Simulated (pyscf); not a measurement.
One atom transfer on the doublet surface with elements of a group swapped. ωB97M-D3(BJ)/def2-TZVP, kcal/mol, from the separated reactants. Single points on ωB97X-D3(BJ)/def2-SVP structures (PySCF, gas phase).

```
step                                         barrier  reaction energy  imaginary mode (i cm⁻¹)
-------------------------------------------  -------  ---------------  -----------------------
F–Cl + Cl–C•(Cl)–Cl -> Cl• + F–C(Cl)(Cl)–Cl      ___              ___                      665
F–Cl + F–C•(F)–F → F–C(F)(F)–F + Cl•             5.0            -69.8                      407
```

### Question
Some entries are withheld; supply them.

### Answer

- F–Cl + Cl–C•(Cl)–Cl -> Cl• + F–C(Cl)(Cl)–Cl, barrier: 8.2
- F–Cl + Cl–C•(Cl)–Cl -> Cl• + F–C(Cl)(Cl)–Cl, reaction energy: -44.6

Each row is the saddle that its search found. Left out: the spin-orbit lowering of Cl.
